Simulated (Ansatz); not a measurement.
# SiS+ (quartet): wave-function methods side by side, def2-QZVPP

The task here is to estimate one member of a computed series from the others.

Program: Ansatz 0.2.0, Gaussian basis. Level of theory: def2-QZVPP, core rule «outside noble gas», up to 10 orbitals frozen. These are calculated values, not measurements.

The runs, in order: UHF; ROHF; CCSD(T) on UHF.

## The geometry

The geometry is a PBE0/def2-TZVP stationary point (not a proven minimum).

2 atoms, charge 1, spin multiplicity 4.

Atoms are counted from 1 here; the program's logs count them from 0.

Bond lengths: Si1–S2 2.145 Å.

Set-up of the first run:

in.yaml reads:

```yaml
crystal:
  periodic: [false, false, false]
  atoms:
    - {symbol: Si, position_ang: [0.000000, 0.000000, 0.000000]}
    - {symbol: S, position_ang: [0.000000, 0.000000, 2.144800]}
basis:
  gaussian: {orbitals: "def2-QZVPP.json"}
total_charge: 1
magnetization: {spin_polarized: true, initial_magnetization: 3}
hamiltonian: {xc: hf}
output: {orbitals: {seedname: orbitals}}
```

Command:

```console
$ ansatz run in.yaml --threads 1 --pin off --events-out ev --progress --plain --max-ram 2393MiB
```

Steps of the session up to this table: UHF; ROHF; CCSD(T) on UHF.

One table of the session follows, with a row left open; its other results are not shown here.

```
  method  from UCCSD(T) (meV)
    ROHF              +6872.2
     UHF                    ?
    UMP2              +1172.1
   UCCSD               +367.3
UCCSD(T)                    0
```

**Question.** Estimate the row for UHF.

As computed: from UCCSD(T) (meV): +6587.3. In the column «from UCCSD(T) (meV)» it lies between UMP2 (+1172.1) and ROHF (+6872.2).
